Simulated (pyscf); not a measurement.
A first-order saddle from PySCF, ωB97X-D3(BJ)/def2-SVP:

```
Al
O 1 1.7125
H 2 0.9582 1 124.80
O 1 1.7126 2 124.58 3 42.78
H 4 0.9582 1 124.74 2 42.00
O 1 1.8631 2 106.71 3 -176.54
H 6 0.9641 1 119.60 2 2.21
H 6 1.2284 7 116.52 1 -85.58
O 8 1.2278 6 136.94 7 115.43
H 9 0.9641 8 116.55 6 115.51
```
Charge 0, spin multiplicity 1.

Surface: singlet, charge 0. Lowest wavenumbers (cm⁻¹): 1020i, 171, 205, 216, 219.

Task: Name the species on either side of this saddle.

Result: water (H₂O) + HO–Al(OH)–OH ⇌ HO–Al(OH)–OH + water (H₂O), a four-centre exchange read from left to right: H–O, Al–O broken and Al–O, H–O formed. At ωB97M-D3(BJ)/def2-TZVP it lies -0.56 eV from the left side and -0.56 eV from the right (each side as separated species at their lowest minima found). On the reactant side the descent ends in an adduct with a Al–O contact, 1.03 eV under the separated species and 0.43 eV under the saddle at ωB97X-D3(BJ)/def2-TZVP. On the product side the descent ends in an adduct with a Al–O contact, 1.03 eV under the separated species and 0.43 eV under the saddle at ωB97X-D3(BJ)/def2-TZVP. At ωB97M-D3(BJ) the saddle lies under the separated reactants, which points to a path from their complex (located at ωB97X-D3(BJ) alone). At ωB97M-D3(BJ) the saddle lies under the separated products, which points to a path from their complex (located at ωB97X-D3(BJ) alone). What is counted as formed (Al–O) is already present as a longer contact in the reactant adduct; forming that adduct is a step of its own. What is counted as broken (Al–O) persists as a longer contact in the product adduct; parting that adduct is a step of its own. This is the saddle that the search found; another between the same sides may lie lower.
